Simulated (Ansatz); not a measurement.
**Structure relaxation of HPb2**

All numbers below come from Ansatz 0.2.0, DFT PBE, scalar-relativistic, plane waves, PAW. Cutoff 420 eV, Γ-centred k mesh, Gaussian smearing, no spin polarisation in the final step.

HPb2 was placed on the sites of a reported ZnCl2 cell (P4_2/nmc, No. 137), with H in place of Zn, Pb in place of Cl, at a guessed volume.

```
H Pb
1.0
     3.71089    0.00000    0.00000
     0.00000    3.71089    0.00000
     0.00000    0.00000   10.70141
H Pb
2 4
Cartesian
  0.0000 0.0000 0.0000
  1.8554 1.8554 5.3507
  0.0000 1.8554 1.3377
  0.0000 1.8554 6.6884
  1.8554 0.0000 4.0130
  1.8554 0.0000 9.3637
```

Cell and atoms relax at zero pressure; the relaxation can't lower the symmetry of the start.

Formation energies are uncorrected and refer to the elements' standard structures at the same level (H₂ as a molecule).

**Question.** Describe the relaxed structure.

**Answer.** It keeps P4_2/nmc (No. 137). Conventional cell: a = 3.583 Å, c = 11.074 Å. H is coordinated by 4 Pb at 2.35 Å; Pb has 2 H at 2.35 Å.

```cif
data_structure
_symmetry_space_group_name_H-M 'P4_2/nmc:1'
_symmetry_Int_Tables_number 137
_cell_length_a 3.5834
_cell_length_b 3.5834
_cell_length_c 11.0736
_cell_angle_alpha 90.000
_cell_angle_beta 90.000
_cell_angle_gamma 90.000
_cell_volume 142.20
loop_
_atom_site_label
_atom_site_type_symbol
_atom_site_symmetry_multiplicity
_atom_site_Wyckoff_symbol
_atom_site_fract_x
_atom_site_fract_y
_atom_site_fract_z
_atom_site_occupancy
H1 H 2 a 0.00000 0.00000 0.00000 1
Pb1 Pb 4 d 0.00000 0.50000 0.13766 1
```

**Question.** What are its volume, energy, density and gap?

**Answer.** The volume per atom is 23.70 Å³ and the density is 9.70 g/cm³. The energy over the elements is 0.31 eV/atom. The gap on the 10×10×4 mesh is 0 eV (a metal).

The final run used a 10×10×4 mesh on its 6-atom cell and 0.10 eV smearing. For metals, differences of a few meV/atom aren't resolved. Spin–orbit coupling is left out. A structure relaxed within its symmetry needn't be a true minimum. The steps took of the order of 3 core-minutes in all.